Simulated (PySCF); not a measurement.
# MC for M along the third period

CCSD(T) with double-zeta basis sets in PySCF, for the lowest determinant that a PBE0 search found; no spin–orbit coupling. De refers to high-spin ground-configuration atoms.

```
 M                basis  reference, frozen orbitals  state (unpaired electrons)  Re (Å)  ωe (cm⁻¹)  De (eV)
Na              cc-pVDZ                      UHF, 2         quartet (σ ↑, π ↑↑)   2.258        429     1.69
Al            def2-SVPD                      UHF, 6         quartet (σ ↑, π ↑↑)   1.985        639     3.26
Si  cc-pV(D+d)Z/cc-pVDZ                     ROHF, 6          triplet (σ ↑, π ↑)   1.747        935     3.80
 S  cc-pVDZ/cc-pV(D+d)Z                      RHF, 6      singlet (closed shell)   1.560       1271     6.75
Cl            def2-SVPD                      UHF, 6               doublet (π ↑)   1.676        853     3.67
```

The shortest bond is that of CS (1.560 Å), the longest that of NaC (2.258 Å). CS is bound most strongly (6.75 eV) and NaC least (1.69 eV).

The rows differ in basis set, which adds steps of its own.

The state changes along the series, so neighbouring rows are not always alike in their bonding.

Correlated steps freeze the inner cores (2 to 6 orbitals); shallow outer-core shells are correlated. UHF and ROHF references stand side by side, which adds small steps between rows. Correlated levels converge slowly with the basis: in double zeta they bind strong bonds too weakly, by up to about 1 eV, and carry superposition errors of some tenths. Where the molecule has an RHF reference, its open-shell atoms are computed with UHF. The CCSD T1 diagnostic is raised in AlC, CS, SiC, a sign that a single reference may not be enough there. States were picked by a PBE0 search and need not be the measured ground states.
